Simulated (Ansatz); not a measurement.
Relaxation of BMe2H (C₂H₇B) with RKS PBE-D4/def2-TZVP.

```sh
$ ansatz run in.yaml --threads 4 --pin off --events-out ev --progress --plain --max-ram 3916MiB
```

```yaml
crystal:
  periodic: [false, false, false]
  atoms:
    - {symbol: B, position_ang: [-0.306380, -0.523210, -0.020370]}
    - {symbol: C, position_ang: [1.263900, -0.555560, 0.020640]}
    - {symbol: H, position_ang: [1.571700, -0.786450, 1.041970]}
    - {symbol: H, position_ang: [1.738070, 0.386400, -0.244630]}
    - {symbol: H, position_ang: [1.690150, -1.340550, -0.600770]}
    - {symbol: C, position_ang: [-1.098750, 0.833630, -0.013960]}
    - {symbol: H, position_ang: [-1.474930, 1.016690, -1.021850]}
    - {symbol: H, position_ang: [-0.503240, 1.699810, 0.264060]}
    - {symbol: H, position_ang: [-1.978110, 0.803680, 0.626800]}
    - {symbol: H, position_ang: [-0.902410, -1.534430, -0.051890]}
basis:
  gaussian: {orbitals: def2-TZVP}
hamiltonian: {xc: pbe, dispersion: d4}
scf: {lower_state_search: "off"}
output: {orbitals: {seedname: orbitals}}
relax: {f_tol: 0.02, max_steps: 100}
```

Run time 6 s (4 threads of AMD EPYC 7R43 on a shared host).

Positions (Å) and forces (eV/Å) at steps 1, 2, 4, 7 of 7:

```xyz
10
step=1 energy=-2861.0394 eV
B    -0.306   -0.523   -0.020    0.564    0.966    0.040
C     1.264   -0.556    0.021   -0.546    0.037   -0.324
H     1.572   -0.786    1.042    0.106   -0.152    0.481
H     1.738    0.386   -0.245    0.144    0.411   -0.046
H     1.690   -1.341   -0.601    0.163   -0.390   -0.171
C    -1.099    0.834   -0.014    0.325   -0.457    0.275
H    -1.475    1.017   -1.022   -0.203    0.029   -0.468
H    -0.503    1.700    0.264    0.285    0.326    0.058
H    -1.978    0.804    0.627   -0.419   -0.057    0.178
H    -0.902   -1.534   -0.052   -0.420   -0.714   -0.023
10
step=2 energy=-2861.0782 eV
B    -0.295   -0.503   -0.019    0.192    0.326    0.004
C     1.272   -0.557    0.012   -0.226    0.058   -0.173
H     1.568   -0.803    1.046    0.022   -0.053    0.169
H     1.761    0.392   -0.240    0.066    0.100    0.001
H     1.693   -1.360   -0.606    0.039   -0.099   -0.032
C    -1.103    0.840   -0.006    0.169   -0.170    0.159
H    -1.486    1.005   -1.027   -0.061   -0.004   -0.163
H    -0.510    1.723    0.261    0.054    0.106    0.004
H    -1.997    0.797    0.630   -0.108   -0.015    0.034
H    -0.903   -1.534   -0.051   -0.147   -0.248   -0.004
10
step=4 energy=-2861.0849 eV
B    -0.289   -0.493   -0.016   -0.028   -0.041   -0.005
C     1.270   -0.552   -0.004    0.034    0.004    0.016
H     1.546   -0.812    1.039    0.000    0.005    0.008
H     1.774    0.397   -0.235    0.016    0.001   -0.004
H     1.698   -1.363   -0.612   -0.010   -0.003   -0.015
C    -1.099    0.840    0.008   -0.018    0.031   -0.011
H    -1.473    0.984   -1.026    0.009   -0.002   -0.007
H    -0.515    1.737    0.262   -0.008    0.013    0.004
H    -2.009    0.799    0.625    0.004   -0.009    0.013
H    -0.903   -1.537   -0.040    0.000    0.002    0.000
10
step=7 energy=-2861.0852 eV
B    -0.287   -0.490   -0.015    0.000    0.000    0.000
C     1.273   -0.553   -0.001    0.000    0.001   -0.001
H     1.550   -0.817    1.040   -0.001   -0.001    0.000
H     1.784    0.394   -0.232    0.000   -0.001    0.000
H     1.692   -1.364   -0.615    0.000    0.001    0.000
C    -1.101    0.843    0.006    0.000    0.001   -0.001
H    -1.478    0.982   -1.028    0.001    0.000    0.001
H    -0.523    1.744    0.258   -0.001    0.000    0.000
H    -2.008    0.795    0.627    0.000    0.000   -0.001
H    -0.902   -1.533   -0.041    0.001    0.000    0.001
```
